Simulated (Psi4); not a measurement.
**r2SCAN/cc-pwCVQZ (density fitting, sweep point 8) run of C2H4 (ethylene)**

What is the vertical electron affinity of C2H4 (ethylene) at r2SCAN/cc-pwCVQZ (density fitting, sweep point 8)? Input form: a Python script.

The calculation is run with Psi4 1.11.

### 1 The structure to begin with

The species is C2H4 (6 atoms), meant as a singlet with charge 0. SMILES: `C=C`. The coordinates come from a PBE0-D4/def2-TZVP relaxation.

Bond lengths: C1–C2 1.323 Å, C1–H3 1.085 Å, C1–H4 1.085 Å, C2–H5 1.085 Å, C2–H6 1.085 Å. Angles: C1–C2–H5 121.7°, C1–C2–H6 121.7°, C2–C1–H3 121.7°, C2–C1–H4 121.7°, H5–C2–H6 116.7°, H3–C1–H4 116.7°.

### 2 A single-point energy at r2SCAN/cc-pwCVQZ (density fitting, sweep point 8)

c2h4.py

```python
import psi4

psi4.set_memory('1600 MB')
psi4.set_num_threads(1)
psi4.set_output_file('psi4.out', False)

m = psi4.geometry("""
C     -0.087440    -0.639940    -0.142820
C      0.087490     0.639940     0.142810
H      0.031980    -1.412740     0.608940
H     -0.357440    -0.969100    -1.140500
H     -0.032090     1.412740    -0.608910
H      0.357510     0.969090     1.140480
units angstrom
symmetry c1
""")

psi4.set_options(dict(basis='cc-pwCVQZ', puream=True, scf_type='df', dft_radial_points=99, dft_spherical_points=590))

energy_value, wavefunction = psi4.energy("r2scan", return_wfn=True)
print(f'r2scan energy: {energy_value:.10f} Eh')
for k, v in sorted(psi4.core.scalar_variables().items()):
    print(f'{k:45s} {v:18.10f}')
```

Command:

```bash
$ python c2h4.py
```

psi4.out, cut to the lines that bear on the results:

```text
[...]
  Running in c1 symmetry.
[...]
  Nuclear repulsion =   33.486417439004661
[...]
  Multiplicity = 1
[...]
  Nalpha       = 8
  Nbeta        = 8
[...]
    Number of basis functions: 288
[...]
   @DF-RKS iter   1:   -78.25285989294599   -2.76839e-01   2.72092e-03 ADIIS/DIIS
[...]
   @DF-RKS iter   7:   -78.56759470318838   -3.91326e-09   2.32568e-07 DIIS
[...]
    Orbital Energies [Eh]
    ---------------------
    Doubly Occupied:
       1A    -10.035182     2A    -10.034371     3A     -0.730196
       4A     -0.549274     5A     -0.439296     6A     -0.389636
       7A     -0.323642     8A     -0.256196
[...]
  @DF-RKS Final Energy:   -78.56759470318838
   => Energetics <=
    Nuclear Repulsion Energy =             33.4864174390046614
    One-Electron Energy =                -170.5698011977341366
    Two-Electron Energy =                  70.7698603923422525
    DFT Exchange-Correlation Energy =     -12.2540713368011609
    Empirical Dispersion Energy =           0.0000000000000000
    VV10 Nonlocal Energy =                  0.0000000000000000
    Total Energy =                        -78.5675947031883766
[...]
 Multipole Moments:
 ------------------------------------------------------------------------------------
     Multipole            Electronic (a.u.)      Nuclear  (a.u.)        Total (a.u.)
 ------------------------------------------------------------------------------------
 L = 1.  Multiply by 2.5417464519 to convert [e a0] to [Debye]
 Dipole X            :          0.0000979           -0.0001124           -0.0000145
 Dipole Y            :          0.0001831           -0.0000080            0.0001750
 Dipole Z            :          0.0000231            0.0000241            0.0000472
 Magnitude           :                                                    0.0001819
[...]
```

Standard output:

```text
r2scan energy: -78.5675947032 Eh
CURRENT ENERGY                                    -78.5675947032
CURRENT REFERENCE ENERGY                          -78.5675947032
DD SOLVATION ENERGY                                 0.0000000000
DFT FUNCTIONAL TOTAL ENERGY                       -78.5675947032
DFT TOTAL ENERGY                                  -78.5675947032
DFT VV10 ENERGY                                     0.0000000000
DFT XC ENERGY                                     -12.2540713368
GRID ELECTRONS ALPHA                                8.0000000374
GRID ELECTRONS BETA                                 8.0000000374
GRID ELECTRONS TOTAL                               16.0000000748
NUCLEAR REPULSION ENERGY                           33.4864174390
ONE-ELECTRON ENERGY                              -170.5698011977
PCM POLARIZATION ENERGY                             0.0000000000
PE ENERGY                                           0.0000000000
SCF ITERATION ENERGY                              -78.5675947032
SCF ITERATIONS                                      7.0000000000
SCF TOTAL ENERGY                                  -78.5675947032
TWO-ELECTRON ENERGY                                70.7698603923
XC GRID RADIAL POINTS                              99.0000000000
XC GRID SPHERICAL POINTS                          590.0000000000
XC GRID TOTAL POINTS                           335700.0000000000
```

Run time: 1.8 min. Hardware: 1 thread of Intel Xeon at 2.70GHz, shared host; peak memory 1.2 GiB.

### 3 The doublet anion at the same level

calc.py

```python
import psi4

psi4.set_memory('1600 MB')
psi4.set_num_threads(1)
psi4.set_output_file('run.log', False)

geom = psi4.geometry("""
-1 2
C     -0.087440    -0.639940    -0.142820
C      0.087490     0.639940     0.142810
H      0.031980    -1.412740     0.608940
H     -0.357440    -0.969100    -1.140500
H     -0.032090     1.412740    -0.608910
H      0.357510     0.969090     1.140480
symmetry c1
""")

psi4.set_options({
    'reference': 'uks',
    'puream': True,
    'scf_type': 'df',
    'dft_radial_points': 99,
    'dft_spherical_points': 590,
    'maxiter': 100,
})

result = psi4.energy("r2scan/cc-pwCVQZ")
print(f'total energy {result:.8f} hartree = {result * 27.211386:.5f} eV')
for k, v in sorted(psi4.core.scalar_variables().items()):
    print(f'{k:45s} {v:18.10f}')
```

Command:

```bash
$ python calc.py
```

run.log, cut to the lines that bear on the results:

```text
[...]
  Running in c1 symmetry.
[...]
  Nuclear repulsion =   33.486417439004661
[...]
  Multiplicity = 2
[...]
  Nalpha       = 9
  Nbeta        = 8
[...]
    Number of basis functions: 288
[...]
   @DF-UKS iter   1:   -77.81486029277603    1.61161e-01   3.84944e-03 DIIS/ADIIS
[...]
   @DF-UKS iter   8:   -78.48353255042954   -1.98284e-07   2.06007e-07 DIIS
[...]
   @S^2 Observed:                7.549740514E-01
[...]
    Orbital Energies [Eh]
    ---------------------
    Alpha Occupied:
       1A     -9.749054     2A     -9.748242     3A     -0.462685
       4A     -0.291451     5A     -0.179802     6A     -0.124539
       7A     -0.069886     8A     -0.007334     9A      0.193221
    Alpha Virtual:
      10A      0.235596    11A      0.254387    12A      0.265378
      13A      0.314810    14A      0.380750    15A      0.405065
      16A      0.410678    17A      0.470440    18A      0.471210
      19A      0.487499    20A      0.551321    21A      0.556573
      22A      0.561915    23A      0.570358    24A      0.588483
      25A      0.632559    26A      0.715236    27A      0.724230
[...]
  @DF-UKS Final Energy:   -78.48353255042954
   => Energetics <=
    Nuclear Repulsion Energy =             33.4864174390046614
    One-Electron Energy =                -174.7864219994586392
    Two-Electron Energy =                  75.3209271364823394
    DFT Exchange-Correlation Energy =     -12.5044551264579145
    Empirical Dispersion Energy =           0.0000000000000000
    VV10 Nonlocal Energy =                  0.0000000000000000
    Total Energy =                        -78.4835325504295440
[...]
 Multipole Moments:
 ------------------------------------------------------------------------------------
     Multipole            Electronic (a.u.)      Nuclear  (a.u.)        Total (a.u.)
 ------------------------------------------------------------------------------------
 L = 1.  Multiply by 2.5417464519 to convert [e a0] to [Debye]
 Dipole X            :          0.0000617           -0.0001124           -0.0000506
 Dipole Y            :         -0.0000286           -0.0000080           -0.0000366
 Dipole Z            :         -0.0000234            0.0000241            0.0000006
 Magnitude           :                                                    0.0000625
[...]
```

The script printed:

```text
total energy -78.48353255 hartree = -2135.64570 eV
CURRENT ENERGY                                    -78.4835325504
CURRENT REFERENCE ENERGY                          -78.4835325504
DD SOLVATION ENERGY                                 0.0000000000
DFT FUNCTIONAL TOTAL ENERGY                       -78.4835325504
DFT TOTAL ENERGY                                  -78.4835325504
DFT VV10 ENERGY                                     0.0000000000
DFT XC ENERGY                                     -12.5044551265
GRID ELECTRONS ALPHA                                9.0000000276
GRID ELECTRONS BETA                                 8.0000000895
GRID ELECTRONS TOTAL                               17.0000001171
NUCLEAR REPULSION ENERGY                           33.4864174390
ONE-ELECTRON ENERGY                              -174.7864219995
PCM POLARIZATION ENERGY                             0.0000000000
PE ENERGY                                           0.0000000000
SCF ITERATION ENERGY                              -78.4835325504
SCF ITERATIONS                                      8.0000000000
SCF TOTAL ENERGY                                  -78.4835325504
TWO-ELECTRON ENERGY                                75.3209271365
XC GRID RADIAL POINTS                              99.0000000000
XC GRID SPHERICAL POINTS                          590.0000000000
XC GRID TOTAL POINTS                           335700.0000000000
```

It took 3 min on 1 thread of Intel Xeon at 2.70GHz, shared host; peak memory 1.3 GiB.

### 4 Outcome

Level: r2SCAN/cc-pwCVQZ (density fitting, sweep point 8).

```
                                         quantity         value
                       singlet C2H4: total energy  -78.56759 Eh
                      singlet C2H4: dipole moment        0.00 D
                        singlet C2H4: HOMO energy      -6.97 eV
                        singlet C2H4: LUMO energy      -0.66 eV
                      singlet C2H4: HOMO–LUMO gap       6.31 eV
                      doublet anion: total energy  -78.48353 Eh
doublet anion: HOMO energy (highest over α and β)       5.26 eV
 doublet anion: LUMO energy (lowest over α and β)       6.41 eV
                              doublet anion: ⟨S²⟩         0.755
vertical electron affinity (to the doublet anion)     -2.287 eV
```

**Reading.** The anion lies 2.29 eV (221 kJ/mol) above the neutral: the electron isn't bound at this level, and such a value depends on the basis. Without diffuse functions anions come out too high. The HOMO (doublet anion) lies at positive energy, 5.26 eV, as semi-local functionals often give for anions; only total energies tell whether the electron is bound.
